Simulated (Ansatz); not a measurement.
Ansatz (a program for electronic structure) input (PBE/6-31G*):

Ansatz 0.2 input:
```yaml
crystal:
  periodic: [false, false, false]
  atoms:
    - {symbol: N, position_ang: [0.00073453, -0.00649234, 0.32080948]}
    - {symbol: O, position_ang: [0.02743334, 1.09989995, -0.11821611]}
    - {symbol: O, position_ang: [-0.02807606, -1.09421916, -0.16249219]}
basis:
  gaussian:
    orbitals: 6-31G*
hamiltonian:
  xc: {name: PBE}
total_charge: -1
```

**Question.** Predict the final energy.

**Answer.** -204.87553 Eh.
